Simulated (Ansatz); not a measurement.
Compare A (`SSC1CO1`) with its isomer B (`C=C(O)SS`).

Calculated with Ansatz (gas phase, PBE0-D4/def2-TZVP geometries, no zero-point term in ΔE). CCSD(T)/CBS adds triple-zeta CCSD(T) − MP2 to the extrapolated MP2 energy (def2 sets, frozen cores). DFT in def2-TZVPP. B3LYP here is the variant with VWN-RPA as its local correlation; programs differ in this. One conformer a species, not always the lowest.

A:

```xyz
9

S     2.101    0.098    1.810
S     0.130   -0.330    1.498
C    -0.171    0.435   -0.077
C    -1.267   -0.085   -0.890
O     0.088   -0.312   -1.243
H     2.639   -0.921    1.113
H     0.106    1.484   -0.129
H    -1.817    0.595   -1.535
H    -1.809   -0.963   -0.548
```

B:

Z-matrix (Å, degrees):
```
C
C 1 1.329
H 1 1.080 2 120.5
H 1 1.082 2 120.3 3 178.6
O 2 1.338 1 123.7 3 178.7
S 2 1.781 1 118.2 3 -6.4
H 5 0.972 2 108.6 1 -168.0
S 6 2.039 2 102.5 1 155.8
H 8 1.350 6 100.0 2 -82.4
```

Q: Which is lower in electronic energy at CCSD(T)/CBS, and by how much? (Best estimate.)

A: Computed: B, by 71.8 kJ/mol.

Q: Give E(B) − E(A) in kJ/mol with CCSD/def2-TZVPP, B3LYP-D4, CCSD(T)/def2-TZVPP, B3LYP, ωB97M-V, HF/def2-TZVPP, PBE0-D4. (Best estimate.)

A: The calculation gave: CCSD/def2-TZVPP -65.7, B3LYP-D4 -78.8, CCSD(T)/def2-TZVPP -68.9, B3LYP -75.9, ωB97M-V -67.6, HF/def2-TZVPP -66.3, PBE0-D4 -65.8. None reverses the order clearly.

Largest T1 diagnostic: 0.013.

From PBE to PBE0 (25 % exact exchange), in def2-TZVPP and without D4, E(B) − E(A) moves by +4.7 kJ/mol.
